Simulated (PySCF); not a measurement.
**methyl formate: calculation and literature**

Geometry (Å), atoms numbered from 1 in this order:
```xyz
8

C    -1.008   -0.110   -0.113
O     0.251   -0.763    0.044
C     1.303    0.046    0.132
O     1.271    1.241    0.090
H    -1.749   -0.904   -0.179
H    -1.013    0.495   -1.020
H    -1.213    0.534    0.742
H     2.216   -0.556    0.250
```

[PySCF 2.14.0 with density-fitted response routines: J couplings at B3LYP/pcJ-2; GIAO PBE0/pcSseg-2 shieldings; geometry: PBE0-D3(BJ)/def2-TZVP; in vacuum; equivalent nuclei averaged; single conformer; no relativistic terms]

Coupling constants in Hz:
| coupling | reference | computed | source |
| --- | --- | --- | --- |
| ¹J(C1,H5) | 147.0 | 151.8 | measured; liquid or solution (compiled); San Fabian, Garcia de la Vega, Suardiaz et al., Magn. Reson. Chem. 2013, 51, 775 (SI) |
| ¹J(C3,H8) | 226.2 | 231.8 | measured; liquid or solution (compiled); San Fabian, Garcia de la Vega, Suardiaz et al., Magn. Reson. Chem. 2013, 51, 775 (SI) |
